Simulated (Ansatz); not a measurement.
**CHOSi (sextet): from Hartree-Fock to the top rungs, def2-QZVPP**

One table from this session's results is given with a row withheld; the runs are named, their logs left out.

Computed with Ansatz 0.2.0, Gaussian basis. Level: def2-QZVPP, core rule «outside noble gas», up to 7 orbitals frozen.

Plan: UHF; ROHF; CCSD(T) on UHF.

**The geometry**

The geometry is a PBE0/def2-TZVP stationary point (not a proven minimum) of the parent state, kept for this charge and spin.

4 atoms, charge 0, spin multiplicity 6.

Atoms are counted from 1 here; the program's logs count them from 0.

Bond lengths: C1–O2 1.286 Å, C1–H4 1.089 Å, O2–Si3 1.707 Å. Angles: O2–C1–H4 123.9°, C1–O2–Si3 134.6°.

Set-up of the first run:

Contents of in.yaml:

```yaml
crystal:
  periodic: [false, false, false]
  atoms:
    - {symbol: C, position_ang: [0.000000, -0.310298, 1.646633]}
    - {symbol: O, position_ang: [0.000000, 0.351816, 0.544141]}
    - {symbol: Si, position_ang: [0.000000, -0.073198, -1.108628]}
    - {symbol: H, position_ang: [0.000000, 0.152652, 2.632314]}
basis:
  gaussian: {orbitals: "def2-QZVPP.json"}
magnetization: {spin_polarized: true, initial_magnetization: 5}
hamiltonian: {xc: hf}
output: {orbitals: {seedname: orbitals}}
```

Run with:

```
$ ansatz run in.yaml --threads 1 --pin off --events-out ev --progress --plain --max-ram 2393MiB
```

Steps of the session up to this table: UHF; ROHF; CCSD(T) on UHF.

One of the session's tables, all rows but one given; the rest of the session is left out.

| method | from UCCSD(T) (meV) |
| --- | --- |
| ROHF | +12304.7 |
| UHF | +12115.7 |
| UMP2 | ? |
| UCCSD | +492.1 |
| UCCSD(T) | 0 |

Estimate the missing values for UMP2.

As computed: from UCCSD(T) (meV): +947.8. In the column «from UCCSD(T) (meV)» it lies between UCCSD (+492.1) and UHF (+12115.7).
